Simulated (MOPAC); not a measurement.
MOPAC input (PM7):

```
PM7 FORCE THERMO(298,298) PRECISE LET CHARGE=1 GEO-OK AUX(PRECISION=9) THREADS=1
C2H8N

C    -0.01021937 1   -0.27951253 1    1.23714827 1
N     0.02939566 1    0.57780545 1    0.00186992 1
C    -0.01779573 1   -0.27110990 1   -1.23893170 1
H     0.84900602 1   -0.97880236 1    1.27492693 1
H     0.02449997 1    0.34476779 1    2.15335020 1
H    -0.93569593 1   -0.88802340 1    1.28069560 1
H     0.90091083 1    1.15389736 1    0.00115822 1
H     0.84116511 1   -0.97010981 1   -1.28671298 1
H     0.01132376 1    0.35937221 1   -2.15106571 1
H    -0.94353613 1   -0.87933047 1   -1.28094056 1
H    -0.77915082 1    1.23934992 1    0.00659011 1
```

From the last part of the output:

```
     H   11   0.570354   0.081368   0.040377   0.037221   4.220950

          HEAT OF FORMATION =     144.629709 KCALS/MOLE

          ZERO POINT ENERGY      59.747 KCAL/MOL

           NORMAL COORDINATE ANALYSIS (Total motion = 1 Angstrom)

   Root No.       1         2         3         4         5         6         7         8

                 1 A2      1 B1      1 A1      2 B1      2 A1      1 B2      2 A2      2 B2

                 140.3     188.7     418.4     913.5     984.4    1031.1    1051.2    1156.9

           1   -0.0000   -0.0000   -0.0360   -0.0000    0.0941   -0.0406   -0.0000   -0.0579
           2   -0.0000   -0.0000   -0.0534    0.0000    0.0292    0.0328   -0.0000   -0.0231
           3    0.0126    0.0149   -0.0000    0.0055    0.0000   -0.0000    0.0274    0.0000
           4    0.0000    0.0000   -0.0326   -0.0000   -0.0395    0.0352    0.0000    0.0583
           5    0.0000    0.0000    0.0473   -0.0000    0.0572    0.0243    0.0000    0.0402
           6    0.0000   -0.0290   -0.0000    0.0283   -0.0000   -0.0000    0.0000    0.0000
           7   -0.0000   -0.0000    0.0627   -0.0000   -0.0607    0.0162    0.0000   -0.0421
           8    0.0000    0.0000    0.0147   -0.0000   -0.0776   -0.0496    0.0000   -0.0459
           9   -0.0126    0.0149    0.0000    0.0055   -0.0000    0.0000   -0.0274   -0.0000
          10   -0.0093   -0.0242   -0.0803    0.1037   -0.0334   -0.1010    0.1494    0.0665
          11    0.1378   -0.1120   -0.0912   -0.0007   -0.0414   -0.0513    0.0002    0.0748
          12    0.0961   -0.0384    0.0005   -0.0500    0.0101   -0.0075   -0.0542    0.0029
          13    0.0000   -0.0000    0.0615    0.0000    0.2107    0.1792    0.0000   -0.0942
          14   -0.0000   -0.0000   -0.0935    0.0000   -0.0327   -0.0573    0.0000    0.0146
          15   -0.1444    0.1590    0.0000   -0.0472    0.0000    0.0000   -0.0585    0.0000
          16    0.0093    0.0242   -0.0803   -0.1037   -0.0334   -0.1010   -0.1494    0.0665
          17   -0.1378    0.1120   -0.0912    0.0007   -0.0414   -0.0513   -0.0002    0.0748
          18    0.0961   -0.0384   -0.0005   -0.0500   -0.0101    0.0075   -0.0542   -0.0029
          19   -0.0053   -0.0224   -0.0296   -0.0952   -0.0252   -0.0092   -0.0793    0.0878
          20   -0.0037    0.0325    0.0428    0.1379    0.0365   -0.0063   -0.0547    0.0606
          21    0.0000   -0.0578   -0.0001   -0.1146   -0.0094   -0.0000   -0.0000    0.0000
          22    0.1256    0.1133    0.1137   -0.0361    0.0505   -0.0838    0.0532    0.0936
          23   -0.0576   -0.0171    0.0427   -0.0972    0.0166   -0.0762    0.1396    0.0356
          24   -0.0961   -0.0384    0.0005   -0.0500    0.0101    0.0075    0.0542   -0.0029
          25   -0.0000   -0.0000    0.0656    0.0000   -0.0442    0.0100   -0.0000   -0.0198
          26    0.0000    0.0000   -0.0906    0.0000   -0.2085    0.1879    0.0000   -0.0933
          27    0.1444    0.1590    0.0000   -0.0472   -0.0000    0.0000    0.0585   -0.0000
          28   -0.1256   -0.1133    0.1137    0.0361    0.0505   -0.0838   -0.0532    0.0936
          29    0.0576    0.0171    0.0427    0.0972    0.0166   -0.0762   -0.1396    0.0356
          30   -0.0961   -0.0384   -0.0005   -0.0500   -0.0101   -0.0075    0.0542    0.0029
          31    0.0053    0.0224   -0.0296    0.0952   -0.0252   -0.0092    0.0793    0.0878
          32    0.0037   -0.0325    0.0428   -0.1379    0.0365   -0.0063    0.0547    0.0606
          33    0.0000   -0.0578    0.0001   -0.1146    0.0094   -0.0000    0.0000    0.0000

   Root No.       9        10        11        12        13        14        15        16

                 3 A1      3 B2      3 B1      3 A2      4 A1      4 B1      5 A1      4 B2

                1223.4    1241.0    1242.4    1243.4    1262.4    1265.8    1366.8    1368.4

           1    0.0303    0.0068    0.0000   -0.0000   -0.0052    0.0000   -0.0183   -0.0130
           2   -0.0418   -0.0175    0.0000    0.0000   -0.0138    0.0000   -0.0052    0.0004
           3   -0.0000   -0.0000   -0.0368    0.0208   -0.0000   -0.0146    0.0000    0.0000
           4   -0.0318   -0.0068   -0.0000   -0.0000    0.0070   -0.0000   -0.0108   -0.0206
           5    0.0461   -0.0047   -0.0000   -0.0000   -0.0101   -0.0000    0.0156   -0.0142
           6    0.0000    0.0000    0.0296    0.0000    0.0000    0.0384   -0.0000   -0.0000
           7    0.0283   -0.0140    0.0000    0.0000    0.0148    0.0000    0.0114   -0.0042
           8   -0.0432    0.0126   -0.0000   -0.0000   -0.0001   -0.0000    0.0153   -0.0123
           9    0.0000   -0.0000   -0.0368   -0.0208   -0.0000   -0.0146   -0.0000   -0.0000
          10    0.0606   -0.0482   -0.0219   -0.0655   -0.0542   -0.1303    0.1495    0.1315
          11    0.0697    0.1371    0.0865   -0.1083    0.1366   -0.0619    0.0434    0.0271
          12    0.0349    0.1078    0.0374   -0.0215    0.1060    0.0126   -0.0497   -0.0505
          13   -0.1782    0.0889   -0.0000    0.0000    0.0989    0.0000    0.1217    0.1434
          14    0.0486   -0.0416    0.0000    0.0000   -0.0456    0.0000   -0.0560   -0.0617
          15   -0.0000    0.0000    0.1860   -0.2062    0.0000   -0.0878    0.0000    0.0000
          16    0.0606   -0.0482    0.0219    0.0655   -0.0542    0.1303    0.1495    0.1315
          17    0.0697    0.1371   -0.0865    0.1083    0.1366    0.0619    0.0434    0.0271
          18   -0.0349   -0.1078    0.0374   -0.0215   -0.1060    0.0126    0.0497    0.0505
          19   -0.0217   -0.0140   -0.0357    0.0134    0.0038   -0.0473   -0.0051   -0.0260
          20    0.0314   -0.0097    0.0517    0.0092   -0.0055    0.0685    0.0074   -0.0179
          21    0.0006    0.0000   -0.0281    0.0000   -0.0040   -0.0307    0.0057   -0.0000
          22   -0.0867    0.1110   -0.0731   -0.1245   -0.1084    0.1042   -0.0937    0.0720
          23   -0.0319   -0.0937    0.0512   -0.0228    0.0992    0.0999   -0.1243    0.1133
          24    0.0349   -0.1078    0.0374    0.0215    0.1060    0.0126   -0.0497    0.0505
          25    0.0178   -0.0073   -0.0000   -0.0000    0.0075    0.0000    0.0092   -0.0068
          26    0.1839    0.0979   -0.0000   -0.0000   -0.1086    0.0000   -0.1337    0.1559
          27    0.0000   -0.0000    0.1860    0.2062   -0.0000   -0.0878   -0.0000   -0.0000
          28   -0.0867    0.1110    0.0731    0.1245   -0.1084   -0.1042   -0.0937    0.0720
          29   -0.0319   -0.0937   -0.0512    0.0228    0.0992   -0.0999   -0.1243    0.1133
          30   -0.0349    0.1078    0.0374    0.0215   -0.1060    0.0126    0.0497   -0.0505
          31   -0.0217   -0.0140    0.0357   -0.0134    0.0038    0.0473   -0.0051   -0.0260
          32    0.0314   -0.0097   -0.0517   -0.0092   -0.0055   -0.0685    0.0074   -0.0179
          33   -0.0006    0.0000   -0.0281    0.0000    0.0040   -0.0307   -0.0057   -0.0000

   Root No.      17        18        19        20        21        22        23        24

                 4 A2      5 B2      6 A1      5 B1      6 B2      5 A2      7 A1      6 B1

                1381.2    1516.8    1583.4    2597.9    2607.8    2607.9    2610.2    2639.2

           1    0.0000   -0.0045    0.0028   -0.0000    0.0004    0.0000    0.0011    0.0000
           2   -0.0000    0.0166   -0.0018    0.0000   -0.0248   -0.0000    0.0228   -0.0000
           3   -0.0261    0.0000   -0.0000    0.0163    0.0000   -0.0277    0.0000   -0.0169
           4    0.0000   -0.0492    0.0233    0.0000   -0.0011   -0.0000    0.0012    0.0000
           5    0.0000   -0.0339   -0.0338   -0.0000   -0.0007   -0.0000   -0.0018    0.0000
           6   -0.0000   -0.0000    0.0000   -0.0179    0.0000   -0.0000   -0.0000   -0.0218
           7   -0.0000    0.0140    0.0007   -0.0000   -0.0230   -0.0000   -0.0217    0.0000
           8    0.0000   -0.0101   -0.0032   -0.0000    0.0092   -0.0000    0.0071    0.0000
           9    0.0261   -0.0000   -0.0000    0.0163   -0.0000    0.0277    0.0000   -0.0169
          10   -0.0738   -0.0263    0.0146   -0.0547   -0.0462    0.0905    0.0410    0.0539
          11   -0.0051    0.0024   -0.0029    0.0684    0.0444   -0.1094   -0.0389   -0.0623
          12    0.0055   -0.0036   -0.0010   -0.1106   -0.0978    0.1772    0.0856    0.1017
          13    0.0000    0.0418    0.0004   -0.0000    0.0926    0.0000   -0.0845    0.0000
          14   -0.0000   -0.0085   -0.0026    0.0000    0.2194    0.0000   -0.2031   -0.0000
          15   -0.0055    0.0000    0.0000    0.0083    0.0000   -0.0131   -0.0000   -0.0065
          16    0.0738   -0.0263    0.0146    0.0547   -0.0462   -0.0905    0.0410   -0.0539
          17    0.0051    0.0024   -0.0029   -0.0684    0.0444    0.1094   -0.0389    0.0623
          18    0.0055    0.0036    0.0010   -0.1106    0.0978    0.1772   -0.0856    0.1017
          19   -0.2634    0.2939   -0.1963   -0.0663   -0.0022   -0.0041   -0.0162   -0.0743
          20   -0.1817    0.2028    0.2845    0.0960   -0.0015   -0.0029    0.0234    0.1076
          21   -0.0000    0.0000   -0.2783    0.1426    0.0000   -0.0000    0.0422    0.1564
          22   -0.0309   -0.0070   -0.0024   -0.0445    0.0251   -0.0702    0.0218    0.0391
          23   -0.0672   -0.0254   -0.0147    0.0754   -0.0589    0.1234   -0.0521   -0.0725
          24   -0.0055    0.0036   -0.0010   -0.1106    0.0978   -0.1772    0.0856    0.1017
          25   -0.0000    0.0069    0.0023   -0.0000    0.2380    0.0000    0.2198    0.0000
          26    0.0000    0.0421   -0.0013   -0.0000    0.0087   -0.0000    0.0069    0.0000
          27    0.0055   -0.0000    0.0000    0.0083    0.0000    0.0131    0.0000   -0.0065
          28    0.0309   -0.0070   -0.0024    0.0445    0.0251    0.0702    0.0218   -0.0391
          29    0.0672   -0.0254   -0.0147   -0.0754   -0.0589   -0.1234   -0.0521    0.0725
          30   -0.0055   -0.0036    0.0010   -0.1106   -0.0978   -0.1772   -0.0856    0.1017
          31    0.2634    0.2939   -0.1963    0.0663   -0.0022    0.0041   -0.0162    0.0743
          32    0.1817    0.2028    0.2845   -0.0960   -0.0015    0.0029    0.0234   -0.1076
          33    0.0000    0.0000    0.2783    0.1426    0.0000   -0.0000   -0.0422    0.1564

   Root No.      25        26        27

                 8 A1      7 B2      9 A1

                2680.4    2731.6    2739.4

           1   -0.0049   -0.0117    0.0114
           2    0.0065    0.0003   -0.0003
           3   -0.0000   -0.0000   -0.0000
           4   -0.0146   -0.0039    0.0011
           5    0.0211   -0.0027   -0.0017
           6    0.0000   -0.0000    0.0000
           7   -0.0044   -0.0039   -0.0037
           8    0.0069   -0.0111   -0.0108
           9   -0.0000    0.0000    0.0000
          10    0.0134    0.0594   -0.0595
          11   -0.0146   -0.0755    0.0740
          12    0.0286    0.1310   -0.1294
          13   -0.0215    0.0576   -0.0540
          14   -0.0406    0.1485   -0.1422
          15   -0.0000    0.0000   -0.0000
          16    0.0134    0.0594   -0.0595
```

The dipole moment of an ion depends on the origin.
